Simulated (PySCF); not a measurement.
**CO₂: calculation against measurement**

Isolated CO₂, optimised in PySCF with density fitting and no spin–orbit coupling; def2 sets carry scalar-relativistic core potentials from Rb on. It is a singlet of D∞h symmetry: PBE0/def2-TZVP C–O 1.157 Å (×2).

Counting electrons, carbon keeps none of its valence electrons outside its bonds, so the VSEPR class is AX2 and the expected shape is linear (D∞h), as computed.

Problem. The measured mean polarisability is 2.507 Å³ (NIST CCCBDB Release 22 (SRD 101), experimental polarizabilities). What do the calculations give?

Solution. PBE0/def2-TZVP 2.20 Å³. Basis sets without diffuse functions underestimate polarisabilities.
